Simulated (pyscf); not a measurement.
**Concerted fragmentation: F⁻ + H₃C–CH₂–I -> HF + H₂C=CH₂ + I⁻**

Gas phase, singlet surface, charge -1. Bonds broken: C2–H5, C3–I4. Bonds formed: F1–H5. Optimised with ωB97X-D3(BJ)/def2-SVPD in PySCF.

Transition state (Å):

```xyz
9

F     -0.5211    -0.2147     2.1986
C     -0.0105     0.3948    -0.2151
C     -0.9710     0.1505    -1.2829
I     -3.0234    -0.8504    -0.6575
H     -0.3506     0.0455     1.0379
H      0.1973     1.4670    -0.0793
H      0.9157    -0.1851    -0.3469
H     -1.4264     1.0239    -1.7576
H     -0.7130    -0.6086    -2.0265
```

One imaginary mode, 1034i cm⁻¹; descent along it reached the two sides named, in the forms told below.

| bond | change | reactant side (Å) | saddle | product side |
|---|---|---|---|---|
| C2–H5 | breaks | 1.099 | 1.344 | 4.6 |
| C3–I4 | breaks | 2.180 | 2.367 | 4.0 |
| F1–H5 | forms | 3.5 | 1.202 | 0.958 |

Electronic energies relative to the separated reactants (kJ/mol):

```csv
level,barrier,reaction energy,reverse barrier
ωB97X-D3(BJ)/def2-TZVPD,-11.0,-108.9,97.9
PBE/def2-TZVPD,-60.4,-113.8,53.3
r²SCAN/def2-TZVPD,-59.4,-128.8,69.4
B3LYP-D3(BJ)/def2-TZVPD,-38.2,-125.8,87.6
PBE0-D3(BJ)/def2-TZVPD,-44.9,-121.4,76.5
M06-2X/def2-TZVPD,-38.7,-148.8,110.1
ωB97M-D3(BJ)/def2-TZVPD,-20.6,-134.7,114.0
HF/def2-TZVPD,18.4,-209.7,228.1
```

With ωB97M-D3(BJ)/def2-TZVPD energies and thermal terms (ideal gas, 1 atm, RRHO with modes under 100 cm⁻¹ raised to 100, one conformer, R ln 2 for chiral ones without a mode under 150 cm⁻¹), in kJ/mol:

```json
[
 {"T (K)": "298", "ΔH‡": "-38.0", "ΔG‡": "-7.6", "ΔH": "-143.1", "ΔG": "-179.6"},
 {"T (K)": "600", "ΔH‡": "-37.2", "ΔG‡": "22.9", "ΔH": "-142.4", "ΔG": "-217.1"},
 {"T (K)": "900", "ΔH‡": "-36.2", "ΔG‡": "52.8", "ΔH": "-144.1", "ΔG": "-254.1"},
 {"T (K)": "1200", "ΔH‡": "-35.5", "ΔG‡": "82.3", "ΔH": "-147.1", "ΔG": "-290.3"}
]
```

On the reactant side the descent ends in a bound adduct (not fully relaxed), 75.0 kJ/mol under the separated species and 64.0 kJ/mol under the saddle at ωB97X-D3(BJ)/def2-TZVPD. On the product side the descent ends in a bound adduct (not fully relaxed), 82.0 kJ/mol under the separated species and 179.9 kJ/mol under the saddle at ωB97X-D3(BJ)/def2-TZVPD. At ωB97X-D3(BJ), PBE, r²SCAN, B3LYP-D3(BJ), PBE0-D3(BJ), M06-2X, ωB97M-D3(BJ) the saddle lies under the separated reactants, which points to a path from their complex (located at ωB97X-D3(BJ) alone). This is the saddle that the search found; another between the same sides may lie lower. Elements past Kr carry the def2 core potentials, without spin-orbit coupling.
